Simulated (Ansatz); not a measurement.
# CHAlO+ (doublet): from Hartree-Fock to the top rungs, def2-QZVPP

The task here is to estimate one member of a computed series from the others.

The runs use Ansatz 0.2.0, Gaussian basis; def2-QZVPP, core rule «outside noble gas», up to 7 orbitals frozen.

To be run: UHF; ROHF; CCSD(T) on UHF.

2 further runs of the same task are left out: 2 set aside as unsound or not needed.

## What is computed

The geometry is a PBE0/def2-TZVP stationary point (not a proven minimum) of the parent state, kept for this charge and spin.

4 atoms, charge 1, spin multiplicity 2.

Atoms are counted from 1 here; the program's logs count them from 0.

Bond lengths: C1–Al2 1.968 Å, C1–H4 1.105 Å, Al2–O3 1.603 Å. Angles: Al2–C1–H4 113.1°, C1–Al2–O3 169.8°.

Set-up of the first run:

in.yaml reads:

```yaml
crystal:
  periodic: [false, false, false]
  atoms:
    - {symbol: C, position_ang: [0.000000, -0.184129, 1.945650]}
    - {symbol: Al, position_ang: [0.000000, 0.064396, -0.006581]}
    - {symbol: O, position_ang: [0.000000, -0.018876, -1.607235]}
    - {symbol: H, position_ang: [0.000000, 0.769929, 2.503856]}
basis:
  gaussian: {orbitals: "def2-QZVPP.json"}
total_charge: 1
magnetization: {spin_polarized: true, initial_magnetization: 1}
hamiltonian: {xc: hf}
output: {orbitals: {seedname: orbitals}}
```

Started as:

```sh
ansatz run in.yaml --threads 1 --pin off --events-out ev --progress --plain --max-ram 2393MiB
```

Steps of the session up to this table: UHF; ROHF; CCSD(T) on UHF.

One of the session's tables, all rows but one given; the rest of the session is left out.

It belongs to the step «Misses and costs». 

```
  method  from UCCSD(T) (meV)
    ROHF             +12326.1
     UHF             +10824.1
    UMP2                    ?
   UCCSD               +378.7
UCCSD(T)                    0
```

Q: Estimate the row for UMP2 from the others.

**Answer.** from UCCSD(T) (meV): +1134.2. In the column «from UCCSD(T) (meV)» it lies between UCCSD (+378.7) and UHF (+10824.1).

To keep in mind: The determinant is far from a pure spin state, so its energy mixes those of several spin states (harmless only where they are near-degenerate, as at dissociation).
